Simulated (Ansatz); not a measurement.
## Relative stability

Two relaxed structures of CH3MgO (charge +1), singlet (PBE0-D4/def2-TZVP; forces vanish, vibrations not checked).

A:

O1  (-1.116, -0.701, -0.620)
C2  (-0.191, 0.161, -0.538)
Mg3  (1.067, 0.194, 1.326)
H4  (-1.647, -0.692, -1.443)
H5  (-0.118, 0.811, -1.426)
H6  (2.004, 0.227, 2.701)
(Å)

B:

```xyz
6
angstrom
O -1.2536 -0.7671 -0.6167
C -0.4791 0.2909 -0.2947
Mg 1.3609 -0.3138 0.8532
H -1.0765 -1.0799 -1.5116
H -0.0768 0.8764 -1.1225
H -0.9514 0.9001 0.4751
```

Computed with Ansatz 0.2.0 (basis: def2-TZVPP); correlated methods freeze the cores. The outer core shell of Li, Na, Mg and K is correlated. The def2 sets are not built for correlating such inner shells, so the correlated values are less sure here. B3LYP uses VWN-RPA correlation.

Which structure is lower at CCSD(T), and by how much? (An estimate is asked for; the value comes from the calculation.)

The calculation gives: B, by 93.9 kJ/mol (electronic energy, against the other). By their contacts, A is CH₃MgO ([OH][CH][MgH]), total charge +1 and B is CH₃MgO ([OH][CH2][Mg]), total charge +1.

All methods give the same order:

```tsv
method	E(B) − E(A) (kJ/mol)
PBE-D4	-132.7
r2SCAN-D4	-113.6
PBE0-D4	-114.3
B3LYP-D4	-107.8
wB97M-V	-85.0
HF	-26.3
MP2	-107.0
CCSD	-82.4
CCSD(T)	-93.9
```

No T1 diagnostic of these runs exceeds 0.016. The restricted Hartree–Fock reference is unstable towards an unrestricted one at one or more of these structures. A large double-excitation amplitude points to some diradical character; no triplet was computed.

Labels in which every atom is bracketed show which atoms are joined, not bond orders.

For scale, one of the runs: CCSD(T)/def2-TZVPP, 136 basis functions, launched by `ansatz run in.yaml --threads 2 --pin off --events-out ev --progress --plain --max-ram 4352MiB`. Hardware: 2 CPU threads of an Intel Xeon Platinum 8259CL, shared host. Wall time 15 s; peak host memory 0.85 GiB.
